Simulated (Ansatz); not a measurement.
Ideal-gas functions of ClFMg (`[F][Mg][Cl]`) at 400 K and 1 bar, from an Ansatz frequency run at PBE0-D4/def2-TZVP.

Molar mass 78.76 g/mol, point group C∞v (symmetry number 1), electronic degeneracy 1, moments of inertia 200.287 u Å². Harmonic wavenumbers (cm⁻¹, unscaled): 136, 136, 403, 794.

Use S(trans) = R[1.5 ln M + 2.5 ln T − 1.1517]; rotational temperatures θ = 24.2544 K / I; S(rot) = R[ln(T/σθ) + 1]; for each mode x = 1.438777 ν̃/T, S = R[x/(eˣ − 1) − ln(1 − e⁻ˣ)] and H = RT x/(eˣ − 1); 1 cm⁻¹ = 0.0119627 kJ/mol; R = 8.31446 J/(mol·K).

Q: By hand: the entropy, in J/(mol·K).

A: Translation 169.4. Rotation: θ = 0.1211 K, giving 75.7. Vibration, mode by mode: 14.34, 14.34, 5.92, 1.94, in all 36.5. Electronic 0.0. Sum 281.6 J/(mol·K).

Q: By hand: H − E and G − E in kJ/mol, counted from the electronic energy.

A: Zero-point energy ½ × 1469 × 0.0119627 = 8.8; thermal vibration 7.2; translation, rotation and pV give 3.5 RT = 11.6. H − E = 27.6 kJ/mol, and G − E = 27.6 − 400 × 281.6/1000 = -85.0 kJ/mol.

Vibration gives 13 % of the entropy, 28.7 J/(mol·K) of it from the modes under 150 cm⁻¹: soft modes count most, and the harmonic formula is weakest for them.
